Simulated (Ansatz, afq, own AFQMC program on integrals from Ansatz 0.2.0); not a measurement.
ZrCH₃, doublet in def2-SVP, levels against CCSDT(Q)

```xyz
5

Zr    0.0000    0.0002    0.3161
C     0.0000    0.0032   -1.8427
H    -0.0001   -1.0512   -2.1575
H     0.8937    0.4969   -2.2459
H    -0.8936    0.4971   -2.2459
```

Connectivity, by distances: Zr–CH3.

Basis def2-SVP with its core potentials. Only valence electrons are correlated. Integrals, coupled cluster, full CI and functionals: Ansatz 0.2.0; the random walks run on the same integrals in our own AFQMC program. ph-AFQMC/CISD is guided by a CISD state made of CCSD amplitudes; releasing the constraint for a short imaginary time cuts its bias at the price of noise, slowly where states lie close. Uncertainties: one standard error, sampling alone. No spin–orbit coupling. The metal's outer-core s and p shells are frozen, which shifts wave-function levels against functionals.

Determinant: ROHF, the one that the program's search chose, which needn't be the lowest solution. The geometry is a point of a scan.

No full CI on the walks' own integrals is used here; CCSDT(Q) serves as the reference and is uncertain by about the last step of the cluster series.

Cautions: no spin-orbit coupling; outer-core shells of the metal frozen; higher spins were not checked; a spin-contaminated unrestricted determinant lies lower (UHF 249 meV lower, ⟨S²⟩ 1.31); the released energies are still falling, so no released level is given (meV from the phaseless value at times in 1/Eh: -5 ± 5 at 0.60, -10 ± 5 at 1.20, -20 ± 7 at 2.00, -15 ± 8 at 3.00, -55 ± 13 at 4.20); CCSDT(Q) on the UHF determinant differs (30 meV lower), perhaps since the unrestricted series falls towards higher spin.

The T1 diagnostic is 0.0271, the weight of the determinant in the CISD state is 0.834 and the size of the correlated space is 11 electrons in 55 orbitals.

```json
{"level": "MP2", "correlation energy (eV)": "-5.7150"}
{"level": "CCSD", "correlation energy (eV)": "-6.5509"}
{"level": "CCSD(T)", "correlation energy (eV)": "-6.7853"}
```

Problem. Estimate where phaseless AFQMC with the Hartree–Fock trial lies against CCSD(T) on the same integrals.

Solution. 1.0 ± 2.5 kJ/mol above CCSD(T). The gap is under twice the noise, so this walk alone can't tell the two apart.

Reference: CCSDT(Q), correlation energy -6.840 eV.

```csv
level,E − E(reference) (kJ/mol),share of correlation (%)
CCSD(T),5.3,99.19
CCSDT,1.3,99.80
ph-AFQMC/HF,6.3 ± 2.5,99.04
ph-AFQMC/CISD,3.8 ± 0.5,99.42
```

A walk keeps the symmetry of its determinant, which the program's search chose and which needn't be the lowest solution, so a lower state of the same spin and another symmetry isn't excluded.
